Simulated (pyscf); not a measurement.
**Routes from H₂N–Si(OH)(Cl)–Cl + HCl**

Candidate steps break at most two bonds and form at most two. Each was searched with GFN2-xTB (tblite) first. Optimised with ωB97X-D3(BJ)/def2-SVP in PySCF. Energies: ωB97M-D3(BJ)/def2-TZVP, eV, from the separated reactants, singlet surface.

```csv
products,type,ΔE‡,ΔE,ΔG‡ 298 K,ΔG‡ 900 K,ν‡ (cm⁻¹)
HO–Si(Cl)(Cl)–Cl + NH₃,four-centre exchange,0.48,-0.24,0.99,1.96,277i
H₂N–Si(Cl)(Cl)–Cl + H₂O,four-centre exchange,0.74,+0.18,1.25,2.26,382i
```

Row 1: On the reactant side the descent ends in a complex, 0.25 eV under the separated species and 0.67 eV under the saddle at ωB97X-D3(BJ)/def2-TZVP. On the product side the descent ends in an adduct with a N–Si contact (not fully relaxed), 0.16 eV over the separated species and 0.57 eV under the saddle at ωB97X-D3(BJ)/def2-TZVP. Row 2: On the reactant side the descent ends in a complex, 0.27 eV under the separated species and 0.96 eV under the saddle at ωB97X-D3(BJ)/def2-TZVP. On the product side the descent ends in an adduct with a O–Si contact, 0.35 eV over the separated species and 0.25 eV under the saddle at ωB97X-D3(BJ)/def2-TZVP. 

Plain bond fissions and candidates not yet searched are not listed, and one of them may be faster. Each barrier is that of the saddle found; lower ones may exist.
